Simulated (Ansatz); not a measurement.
# C2H6Al: the cost of one run

All numbers below are computed with Ansatz 0.2.0 (RKS revPBE-D4/def2-SVP).

### Step 1. The structure to begin with

Bond lengths: C1–Al2 1.897 Å, Al2–C3 2.071 Å, C1–H4 1.120 Å, C1–H5 1.118 Å, Al2–H6 1.669 Å, C3–H7 1.101 Å, C3–H8 1.100 Å, C3–H9 1.101 Å. Angles: C1–Al2–C3 127.1°, C1–Al2–H6 137.7°, C3–Al2–H6 95.2°, Al2–C1–H4 105.6°, Al2–C1–H5 108.1°, H4–C1–H5 103.8°, Al2–C3–H7 111.9°, Al2–C3–H8 115.3°, Al2–C3–H9 112.5°, H7–C3–H8 105.7°, H7–C3–H9 105.2°, H8–C3–H9 105.4°.

Coordinates:

```xyz
9

C    -1.0391    0.7050   -1.6371
Al    0.0415    0.6129   -0.0811
C     0.7032   -1.0967    0.8823
H    -2.0922    0.8041   -1.2677
H    -0.8408    1.6832   -2.1414
H     0.7504    1.6756    0.9935
H     0.4553   -2.0084    0.3173
H     1.7873   -1.1442    1.0645
H     0.2342   -1.2315    1.8697
```

### Step 2. End point A

input.yaml

```yaml
crystal:
  periodic: [false, false, false]
  atoms:
    - { symbol: C, position_ang: [-1.03905, 0.70504, -1.6371] }
    - { symbol: Al, position_ang: [0.04155, 0.61286, -0.08113] }
    - { symbol: C, position_ang: [0.70324, -1.09673, 0.88231] }
    - { symbol: H, position_ang: [-2.09221, 0.80406, -1.26767] }
    - { symbol: H, position_ang: [-0.84076, 1.6832, -2.14137] }
    - { symbol: H, position_ang: [0.75041, 1.67564, 0.99349] }
    - { symbol: H, position_ang: [0.45526, -2.00845, 0.31728] }
    - { symbol: H, position_ang: [1.78734, -1.14415, 1.06448] }
    - { symbol: H, position_ang: [0.23422, -1.23146, 1.86971] }
total_charge: -1
basis:
  gaussian: { orbitals: def2-SVP }
hamiltonian:
  xc: revpbe
  dispersion: d4
relax:
  f_tol: 0.015
  max_steps: 40
```

Command:

```console
ansatz run input.yaml --threads 1 --pin off --max-ram 2048MiB --backend cpu --events-out ev --progress --plain --runs-dir out
```

**Question.** How long does this run take on 1 thread of Arm Neoverse V1, shared host, and how much memory does it need?

About 26 s, with a peak of 0.13 GiB.
